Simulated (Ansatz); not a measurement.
A made-up structure of BSiH4S, doublet:

Si1  (-0.622, 0.477, -0.315)
B2  (2.041, -1.210, -0.484)
S3  (0.825, -0.666, 0.561)
H4  (-1.930, -0.199, -0.102)
H5  (-0.404, 0.682, -1.768)
H6  (-0.639, 1.798, 0.372)
H7  (0.717, -0.910, 1.894)
(Å)

It is relaxed with PBE-D4/def2-SVP and then PBE0-D4/def2-TZVP (Ansatz 0.2.0). Atoms count as bonded within 1.22 times the sum of their covalent radii (H–H: 0.88 Å). The end point is not checked to be a true minimum.

(1) Does its bonding change? (A judgement: the text doesn't fix the answer.)

## Answers

(1) Computed: Yes. Formed: Si1–B2, B2–H4; broken: Si1–H4.

Where it ends: The first stage lowers the energy by 0.85 eV in 7 steps. It ends as BSiH₄S ([BH]1[SiH2][SH]1):
```
7
angstrom
Si -0.4421 0.7125 -0.4935
B -0.2011 -1.1539 -0.3467
S 1.2821 -0.3147 0.5318
H -0.5133 -2.2928 -0.2947
H 0.0927 1.5827 -1.5722
H -1.1411 1.5775 0.5007
H 0.9100 -0.1403 1.8339
```

Labels in which every atom is bracketed show which atoms are joined, not bond orders.

For scale, one of the runs: PBE0-D4/def2-TZVP relaxation, 129 basis functions, launched by `ansatz run in.yaml --threads 2 --pin off --events-out ev --progress --plain --max-ram 4352MiB`. The run took about 4.3 min on 2 CPU threads of an Arm Neoverse V1 (shared host).
